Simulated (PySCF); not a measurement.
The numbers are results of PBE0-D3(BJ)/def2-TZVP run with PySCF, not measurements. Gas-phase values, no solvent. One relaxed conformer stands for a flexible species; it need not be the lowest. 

Reference species (SMILES): `[CH2]` (lower triplet) (neutral, multiplicity 3).

highest occupied spin orbital: -7.17 eV

Changed species: `[CH][AlH2]` (lower triplet) (X = AlH2, multiplicity 3; the reference has X = H, multiplicity 3).

Q: Give the shifts of the highest occupied spin orbital.

A: the highest occupied spin orbital increases by 0.14 eV, to -7.03 eV.
